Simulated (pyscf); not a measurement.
Optimised with ωB97X-D3(BJ)/def2-SVP in PySCF.

For the elementary gas-phase step H₂N–Ti(NH₂)(NH₂)–NH₂ → ammonia (NH₃) + HN=Ti(NH₂)–NH₂ (singlet surface; N–Ti, H–N broken, H–N formed), what barrier and reaction energy does PBE/def2-TZVP give, measured from the reactant's lowest minimum found?

ΔE‡ = 132.1 kJ/mol, ΔE = +189.8 kJ/mol. ωB97M-D3(BJ)/def2-TZVP gives 155.1 kJ/mol and +199.5 kJ/mol. Zero-point energy shifts the barrier by -8.4 kJ/mol. It is an elimination, with an imaginary mode of 1708i cm⁻¹. On the product side the descent ends in an adduct with a N–Ti contact, 146.5 kJ/mol under the separated species and 93.1 kJ/mol under the saddle at ωB97X-D3(BJ)/def2-TZVP. At PBE the saddle lies under the separated products, which points to a path from their complex (located at ωB97X-D3(BJ) alone), and parting the products costs more than the saddle. What is counted as broken (N–Ti) persists as a longer contact in the product adduct; parting that adduct is a step of its own. At the saddle there is also a short H–Ti contact that neither side keeps. This is the saddle that the search found; another between the same sides may lie lower.
